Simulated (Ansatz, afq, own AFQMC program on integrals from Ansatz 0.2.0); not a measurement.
H₂O + O, triplet in cc-pVTZ along one coordinate

```xyz
4

O    -1.2068   -0.0275    0.0000
H    -1.4562    0.8991    0.0000
H    -0.2473   -0.0275    0.0000
O     1.3142   -0.0275    0.0000
```

A hydrogen atom is moved from one rigid fragment to the other; the O1–H3 distance tells how far. The two fragments are held close together, so this isn't a minimum-energy path and the start is a compressed complex. Energies in kJ/mol count from this geometry (0.960 Å) at the same level; the start stands on UHF, each point on the determinant named.

Basis cc-pVTZ. Only valence electrons are correlated. AFQMC by an in-house program on the Cholesky factors that Ansatz 0.2.0 writes for its CCSD(T) run. The CISD trial takes its coefficients from CCSD amplitudes. Released means that phaseless walkers are propagated on without the constraint, phases kept. ± is one standard error of the sampling.

Cautions, each for one point or more: higher spins were not checked; lower spins were not checked; strong correlation; the search met a lower determinant of the same kind, perhaps of another symmetry; unrestricted determinant slightly spin contaminated; unrestricted determinant spin contaminated.

```csv
r(O1–H3) / Å,det.,T1,weight,⟨S²⟩,CCSD,r2SCAN,CCSD(T)
1.123,UHF¶,0.110,0.68,2.01,58.7,24.0,54.4
1.204,UHF,0.025,0.88,2.07,91.4,40.5,83.7
1.286,UHF,0.025,0.87,2.11,107.2,48.5,99.2
1.368,UHF,0.024,0.88,2.06,99.5,46.1,93.7
1.531,UHF,0.012,0.90,2.01,63.2,36.0,63.8
```

(1) Estimate the curve of phaseless AFQMC with a CISD trial, counted from the same start.

## Answers

(1) 
```
r(O1–H3) / Å  det.     T1  weight  ⟨S²⟩  ph-AFQMC/CISD
       1.123  UHF¶  0.110    0.68  2.01     55.2 ± 1.4
       1.204   UHF  0.025    0.88  2.07     85.5 ± 0.7
       1.286   UHF  0.025    0.87  2.11    101.5 ± 0.7
       1.368   UHF  0.024    0.88  2.06     95.0 ± 0.7
       1.531   UHF  0.012    0.90  2.01     64.1 ± 0.7
```

Weight is that of the determinant in the CISD state; at the start T1 is 0.025 and the weight 0.89, and ⟨S²⟩ is 2.01. ¶ marks points with a poor determinant and no full CI, where no value is sure; they don't count among the departures. Largest departures from phaseless AFQMC with a CISD trial: CCSD(T) -2.3 kJ/mol at 1.286 (on UHF), CCSD 5.9 kJ/mol at 1.204 (on UHF), r2SCAN -53.0 kJ/mol at 1.286. The walk's constraint bias lies outside its error bars, so these are departures and not errors. Functionals count only at points shown to share the start's state and spin.

A walk keeps the symmetry of its determinant, which the program's search chose and which needn't be the lowest solution, so a lower state of the same spin and another symmetry isn't excluded.
